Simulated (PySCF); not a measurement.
Na2, SMILES [Na][Na]. The structure is a stationary point at B3LYP-D3(BJ)/def2-TZVPD.

These are B3LYP-D3(BJ)/def2-TZVPD run with PySCF values and carry that method's errors.

Harmonic wavenumbers (cm⁻¹): 159. Rotational constants (GHz): 4.714 (linear); symmetry number 2.

**Question.** Work out the zero-point energy and the ideal-gas rigid-rotor harmonic-oscillator thermochemistry at 298.15 K and 1 atm.

**Answer.** ZPE = ½ Σ hcν = ½ × 159 cm⁻¹ = 0.23 kcal/mol. H − E(el) = 2.70 kcal/mol. Entropy in cal/(mol K): translation 37.40, rotation 14.89, vibration 2.56, total 54.85. G − E(el) = -13.66 kcal/mol. Cp = 8.85 cal/(mol K).
